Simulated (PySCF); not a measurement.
## TDDFT beside published excitation energies

Published values to compare with (the computed states carry no symmetry labels, so the two lists aren't matched line by line):

```json
{"state": "3A''(n→π*)", "E (eV)": "1.64", "f": "", "kind of transition": "0-0 transition", "source": "[1]"}
{"state": "3A''(n→π*)", "E (eV)": "1.80", "f": "", "kind of transition": "vertical absorption", "source": "[2]"}
{"state": "1A''(n→π*)", "E (eV)": "1.82", "f": "", "kind of transition": "0-0 transition", "source": "[1]"}
{"state": "1A''(n→π*)", "E (eV)": "2.02", "f": "", "kind of transition": "vertical absorption", "source": "[3]"}
{"state": "1A''(n→π*)", "E (eV)": "2.03", "f": "0.000", "kind of transition": "vertical absorption", "source": "[2]"}
```

[1] measured, gas; Loos, Lipparini, Boggio-Pasqua, Scemama, Jacquemin (2019), arXiv:1912.04173, literature columns
[2] computed, theoretical best estimate (aug-cc-pVTZ, frozen core, CC3 geometry), gas; Veril, Scemama, Caffarel, Lipparini, Boggio-Pasqua, Jacquemin, Loos, WIREs Comput. Mol. Sci. 2021, 11, e1517 (QUESTDB)
[3] computed, theoretical best estimate (aug-cc-pVTZ), revised with CC4, gas; Loos, Lipparini, Matthews, Blondel, Jacquemin, revising reference values with EOM-CC4 (2022), arXiv:2204.11658

Thiopropynal, C3H2S.
Bonds: C1–C2 (triple), C2–C3, C3–S4 (double). Hydrogens: H5 on C1; H6 on C3.

Method: PySCF, TDDFT PBE0/def2-SVPD, vertical, gas phase, core orbitals frozen in the response. Isolated species at its PBE0-D3(BJ)/def2-SVP geometry, gas phase.

Computed singlets: 2.01 eV (f 0.000); 3.87 eV (f 0.000); 4.64 eV (f 0.251); 5.86 eV (f 0.072); 6.46 eV (f 0.012); 6.54 eV (f 0.002); 6.66 eV (f 0.090); 6.99 eV (f 0.004); 7.12 eV (f 0.055); 7.27 eV (f 0.003). Computed triplets (Tamm–Dancoff): 1.49, 2.44, 3.57, 4.68 eV.

**Question.** How does the lowest computed triplet compare with the best estimate listed for the lowest triplet (vertical absorption)?

**Answer.** 1.49 eV against 1.80 eV for 3A''(n→π*) [2]: a difference of -0.31 eV. Geometry and basis of the two calculations needn't be the same.

Note on [3]: revises the 2021 QUESTDB value.

Adiabatic (Te) and 0-0 energies refer to the relaxed excited state and aren't the vertical quantity computed here.

All these states lie below the vertical ionisation energy of 9.05 eV (ΔSCF).
